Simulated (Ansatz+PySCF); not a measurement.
Results of a calculation; reference values are marked as such.
Input for Ansatz (development build ahead of 0.2.0):

```yaml
crystal:
  periodic: [false, false, false]
  atoms:
    - { symbol: Na, position_ang: [0.0, 0.0, 0.0] }
    - { symbol: Cl, position_ang: [10.0, 0.0, 0.0] }
basis:
  gaussian: { orbitals: cc-pVDZ }
magnetization:
  spin_polarized: true
hamiltonian:
  xc: hf
```

The input is written out in the form of the current development build from the run's settings.

Results

```yaml
Converged: yes
Total_energy: -621.32420 hartree
Spin_squared_of_the_determinant: 1.006
Stability_test: minimum
```

Caution: the unrestricted determinant is a mixture of spin states; the determinant breaks the point group.
